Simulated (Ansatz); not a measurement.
A geometry relaxed with B3LYP-D3(BJ)/def2-TZVP (Ansatz, a first-principles code), charge 0, multiplicity 1:

```xyz
4

Cl    -1.2074    -1.6892    -0.0207
Cl     2.0664    -0.2012     0.0349
Al     0.0000     0.0000     0.0000
Cl    -0.8590     1.8904    -0.0142
```

Write the SMILES of this molecule.

`[Cl][Al]([Cl])[Cl]`
